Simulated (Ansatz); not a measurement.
Cost against result

The pair of H3O⁺ (SMILES [OH3+], atoms 1–4) and CH3F (SMILES CF, atoms 5–9), both closed shells, in one local arrangement (a lower one may exist), relaxed at PBE0-D4/def2-TZVP:

O1  (-0.393, 0.019, -1.846)
H2  (-0.544, -0.822, -2.307)
H3  (0.066, 0.651, -2.423)
H4  (0.053, -0.090, -0.887)
C5  (0.119, 0.074, 1.586)
F6  (0.661, -0.248, 0.284)
H7  (-0.762, -0.547, 1.724)
H8  (-0.109, 1.136, 1.580)
H9  (0.910, -0.173, 2.289)
(Å)

Interaction energies are counterpoise-corrected; the time is that of the whole pair.

Program: Ansatz 0.2.0. Basis: as named in each row. Cores are frozen in the correlated methods. B3LYP uses VWN-RPA correlation. Extrapolation: Hartree–Fock as exp(−7.88 √X), correlation as X^−2.97.

Times are rough, for one single point on 4 threads of a shared host (Arm Neoverse V2).

The estimate by CCSD(T) at an estimated basis limit (MP2 extrapolated from triple and quadruple zeta, plus CCSD(T) − MP2 in triple zeta) is -1.291 eV.

| method | basis | time (s) | interaction energy (eV) | method less estimate |
| --- | --- | --- | --- | --- |
| HF | STO-3G | under 1 | -1.384 | -0.094 |
| PBE-D4 | STO-3G | under 1 | -1.900 | -0.609 |
| SPW92 | def2-SVP | under 1 | -1.585 | -0.295 |
| B3LYP-D4 | 6-31G | under 1 | -1.455 | -0.164 |
| PBE-D4 | def2-SVP | under 1 | -1.367 | -0.076 |
| PBE0-D4 | def2-SVP | under 1 | -1.383 | -0.092 |
| CCSD(T) | def2-SVP | under 1 | -1.212 | 0.079 |
| PBE-D4 | def2-TZVPPD | 1 | -1.309 | -0.018 |
| revPBE-D4 | def2-TZVPPD | 1 | -1.228 | 0.062 |
| BLYP-D4 | def2-TZVPPD | 1 | -1.270 | 0.020 |
| wB97M-V | def2-SVP | 1 | -1.346 | -0.056 |
| PBE0-D4 | def2-TZVPPD | 1 | -1.335 | -0.044 |
| B3LYP-D4 | def2-TZVPPD | 2 | -1.316 | -0.025 |
| HSE06-D4 | def2-TZVPPD | 2 | -1.334 | -0.043 |
| r2SCAN-D4 | def2-TZVPPD | 2 | -1.331 | -0.041 |
| B2PLYP | def2-TZVPPD | 3 | -1.286 | 0.005 |
| wB97X-V | def2-TZVPPD | 4 | -1.298 | -0.008 |
| B97M-V | def2-TZVPPD | 4 | -1.281 | 0.010 |
| wB97M-V | def2-TZVPPD | 4 | -1.291 | -0.001 |
| MP2 | def2-QZVPPD | 9 | -1.282 | 0.008 |
| CCSD(T) | def2-TZVPPD | 46 | -1.249 | 0.042 |

The T1 diagnostic stays at or below 0.012.
